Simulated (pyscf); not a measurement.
A first-order saddle from PySCF, ωB97X-D3(BJ)/def2-SVP:

```xyz
11

N     -1.6930    -0.8510     0.4868
Si    -0.5448     0.3683     0.2443
N     -0.2569     0.3578    -1.4529
H     -1.8791    -1.5498    -0.2225
H     -2.1374    -0.9904     1.3860
H     -1.2966     1.9508     0.1915
H      0.7877     0.5979     0.8207
H     -0.9887     0.2590    -2.1481
H      0.5816     0.7745    -1.8418
Cl    -1.2798     1.0885     2.6530
H     -1.3933     1.8189     1.0660
```

Surface: singlet, charge 0. Lowest wavenumbers (cm⁻¹): 696i, 209, 209, 284, 303.

Problem. Which two sides does it connect, and which bonds change?

Solution. H₂N–SiH₂–NH₂ + HCl ⇌ H₂N–SiH(NH₂)–Cl + H₂, a four-centre exchange read from left to right: H–Si, Cl–H broken and Cl–Si, H–H formed. At ωB97M-D3(BJ)/def2-TZVP it lies +23.1 kcal/mol from the left side and +47.4 kcal/mol from the right (each side as separated species at their lowest minima found). One saddle was located; it need not be the lowest between these sides.
